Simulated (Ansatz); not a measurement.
**AlB (triplet): RPA-PBE over a scan of the distance B1–Al2, cc-pVDZ**

Aim: run AlB (triplet) with these functionals over a scan of the distance B1–Al2, and hold them against the top wave-function level at the same points.

Method: cc-pVDZ, all electrons in the functionals, frozen cores in the correlation of double hybrids and RPA; program: Ansatz 0.2.0, Gaussian basis.

Plan: RPA-PBE, at 1.641 Å; 1.860 Å; 2.023 Å; 2.276 Å; 2.517 Å; 2.828 Å; 3.196 Å; 3.782 Å; 4.342 Å; 5.406 Å; 6.908 Å.

13 further runs of the same task are left out: 1 for a known fault of the program, 1 for a mislabelled method, 9 that didn't finish, 2 set aside as unsound or not needed.

**1. What is computed**

The geometry derives from a PBE0/def2-TZVP stationary point (not a proven minimum). One bond is set to the value named and the two fragments are kept rigid.

2 atoms, charge 0, spin multiplicity 3.

Atoms are counted from 1 here; the program's logs count them from 0.

Bond lengths: B1–Al2 2.023 Å.

No dispersion term is added.

The geometry shown and the zero of energy belong to the point 2.023 Å. The yardstick, FCI, and other wave-function levels (R restricted, U unrestricted, valence and pair active spaces) come from earlier runs.

**2. RPA-PBE, 1.641 Å**

File in.yaml:

```yaml
crystal:
  periodic: [false, false, false]
  atoms:
    - {symbol: B, position_ang: [0.000000, 0.000000, 0.000000]}
    - {symbol: Al, position_ang: [0.000000, 0.000000, 1.641000]}
basis:
  gaussian: {orbitals: cc-pVDZ}
magnetization: {spin_polarized: true, initial_magnetization: 2}
hamiltonian: {xc: {name: PBE}}
correlation: {method: rpa, electrons: outside_noble_gas}
```

Started as:

```sh
> ansatz run in.yaml --threads 1 --pin off --events-out ev --progress --plain --max-ram 2393MiB
```

Further steps of the session: RPA-PBE, 1.860 Å; RPA-PBE, 2.023 Å; RPA-PBE, 2.276 Å; RPA-PBE, 2.517 Å; RPA-PBE, 2.828 Å; RPA-PBE, 3.196 Å; RPA-PBE, 3.782 Å; RPA-PBE, 4.342 Å; RPA-PBE, 5.406 Å; RPA-PBE, 6.908 Å.

Q: Predict the results of all the runs planned. Wanted: span of the FCI curve; largest miss, RPA-PBE.

As calculated:

| quantity | value |
| --- | --- |
| span of the FCI curve | 1.793 eV |
| largest miss, RPA-PBE | -0.307 eV (3.782 Å) |

**Reading.** RPA-PBE strays by up to 0.307 eV, at 3.782 Å. Functionals and the yardstick converge differently with the basis, so part of each miss in cc-pVDZ is the basis.
